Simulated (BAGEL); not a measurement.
**C3H4F2 (SMILES F[C@@H]1C[C@H]1F) at HF/6-31G(d) (density fitting with qzvpp-jkfit, spherical functions)**

Aim: the energy of C3H4F2. 

The results are computed with BAGEL 1.2.2.

2 further runs of the same task are left out: 2 set aside as unsound or not needed. Runs told in other sessions of the task aren't counted.

### 1 The molecule

C3H4F2: 9 atoms, total charge 0, spin state singlet. As SMILES, `F[C@@H]1C[C@H]1F`. One bond was lengthened or shortened from a relaxed shape.

Bond lengths: F1–C2 1.361 Å, C2–C3 1.499 Å, C2–C4 1.493 Å, C3–C4 1.498 Å, C4–F5 1.564 Å, C2–H6 1.082 Å, C3–H7 1.078 Å, C3–H8 1.078 Å, C4–H9 1.082 Å. Some angles: F1–C2–C3 118.3°, F1–C2–C4 117.6°, C3–C2–C4 60.1°, C2–C3–C4 59.8°, C2–C4–C3 60.1°, C2–C4–F5 117.7°, C3–C4–F5 118.3°, F1–C2–H6 110.9°, C3–C2–H6 121.0°, C4–C2–H6 120.7°.

### 2 A single-point energy at HF/6-31G(d) (density fitting with qzvpp-jkfit, spherical functions)

Input file calc.json:

```json
{ "bagel": [

{
  "title": "molecule",
  "basis": "6-31gs.json",
  "df_basis": "qzvpp-jkfit",
  "angstrom": true,
  "geometry": [
    { "atom": "F", "xyz": [   -0.272534,   -1.520334,   -1.428002 ] },
    { "atom": "C", "xyz": [    0.011386,   -0.311444,   -0.872182 ] },
    { "atom": "C", "xyz": [    0.856936,   -0.278834,    0.365038 ] },
    { "atom": "C", "xyz": [   -0.611984,    0.005776,    0.447158 ] },
    { "atom": "F", "xyz": [   -1.069820,    1.480150,    0.698190 ] },
    { "atom": "H", "xyz": [    0.108816,    0.450846,   -1.634492 ] },
    { "atom": "H", "xyz": [    1.202536,   -1.216354,    0.770378 ] },
    { "atom": "H", "xyz": [    1.541966,    0.546726,    0.474748 ] },
    { "atom": "H", "xyz": [   -1.289564,   -0.694964,    0.917228 ] }
  ]
},
{ "title": "hf" },
{ "title": "print", "file": "orbitals.molden", "orbitals": true }

]}
```

The basis set 6-31G* is read from a file made from the Basis Set Exchange's data (not shown).

Command:

```bash
BAGEL_NUM_THREADS=1 BAGEL calc.json > calc.out
```

**Question.** What will come out? Wanted: total energy; dipole moment; HOMO energy; LUMO energy; HOMO–LUMO gap.

Answer, from the run:

At HF/6-31G* (density fitting with qzvpp-jkfit, spherical functions):

```
     quantity          value
 total energy  -314.72180 Eh
dipole moment         1.88 D
  HOMO energy      -12.21 eV
  LUMO energy        5.17 eV
HOMO–LUMO gap       17.38 eV
```
